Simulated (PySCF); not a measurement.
# State search for BO⁺

Unrestricted PBE0; B def2-TZVPPD, O def2-TZVPPD; no relativity (PySCF 2.14). Outer shells of the fragments: B+ 2s2; O 2s2 2p4.

Followed along the bond (rough minima from three points):

```
2Ms+1  unpaired  ⟨S²⟩ at the start  R at minimum (Å)  Te (eV)
    1      none               0.00              1.19     0.00
    3  σ ↑, π ↑               2.01              1.31     0.17
    1  σ ↑, π ↓               1.02              1.31     0.26
```

Solutions found at the starting distance of 1.515 Å, counted from the lowest of them; the search is not exhaustive and high or unbound solutions are not listed, so other states can lie among these:

```json
{"2Ms+1": "3", "unpaired": "σ ↑, π ↑", "term": "³Π", "E (eV)": "0.00", "⟨S²⟩": "2.01", "⟨Lz²⟩": "1.02", "μ (D)": "-3.84"}
{"2Ms+1": "1", "unpaired": "σ ↑, π ↓", "term": "mixed", "E (eV)": "0.10", "⟨S²⟩": "1.02", "⟨Lz²⟩": "1.01", "μ (D)": "-3.86"}
{"2Ms+1": "1", "unpaired": "none", "term": "¹Σ⁺", "E (eV)": "1.56", "⟨S²⟩": "0.00", "⟨Lz²⟩": "0.00", "μ (D)": "-5.95"}
{"2Ms+1": "3", "unpaired": "π ↑↑", "term": "³Σ⁻", "E (eV)": "2.97", "⟨S²⟩": "2.01", "⟨Lz²⟩": "0.00", "μ (D)": "0.41"}
{"2Ms+1": "3", "unpaired": "σ ↑↑", "term": "³Σ⁺", "E (eV)": "2.99", "⟨S²⟩": "2.02", "⟨Lz²⟩": "0.00", "μ (D)": "-3.65"}
{"2Ms+1": "1", "unpaired": "π ↑↓", "term": "mixed", "E (eV)": "3.74", "⟨S²⟩": "1.00", "⟨Lz²⟩": "2.01", "μ (D)": "0.43"}
{"2Ms+1": "3", "unpaired": "π ↑↑", "term": "mixed", "E (eV)": "4.67", "⟨S²⟩": "2.07", "⟨Lz²⟩": "2.01", "μ (D)": "-4.71"}
{"2Ms+1": "1", "unpaired": "π ↑↓", "term": "mixed", "E (eV)": "5.03", "⟨S²⟩": "1.18", "⟨Lz²⟩": "2.01", "μ (D)": "-4.48"}
{"2Ms+1": "3", "unpaired": "σ ↑, π ↑↑↓", "term": "mixed", "E (eV)": "5.73", "⟨S²⟩": "3.00", "⟨Lz²⟩": "3.01", "μ (D)": "-0.59"}
{"2Ms+1": "1", "unpaired": "none", "term": "mixed", "E (eV)": "5.99", "⟨S²⟩": "0.00", "⟨Lz²⟩": "2.00", "μ (D)": "0.47"}
{"2Ms+1": "3", "unpaired": "σ ↑, π ↑", "term": "mixed", "E (eV)": "8.27", "⟨S²⟩": "2.00", "⟨Lz²⟩": "3.00", "μ (D)": "-0.57"}
{"2Ms+1": "3", "unpaired": "σ ↑↑, π ↑↓", "term": "mixed", "E (eV)": "8.35", "⟨S²⟩": "3.01", "⟨Lz²⟩": "2.01", "μ (D)": "-0.63"}
```

A term symbol is given only where ⟨S²⟩ and ⟨Lz²⟩ are close to those of a pure state; real π, δ and φ orbitals otherwise mix terms. A positive dipole points towards O; it is taken about the centre of mass and depends on that origin.

Q: Compare the gap between the two lowest followed solutions at the starting distance with the gap between their minima.

A: At PBE0 the second solution (triplet, unpaired electrons σ ↑, π ↑) lies -1.56 eV from the first (singlet, closed shell) at 1.515 Å and +0.17 eV at the minima; the two curves relax by different amounts, since their minima lie near 1.31 and 1.19 Å.

Counting both spins, an empty level lies below a filled one in some of these solutions, because spin and occupation are held.
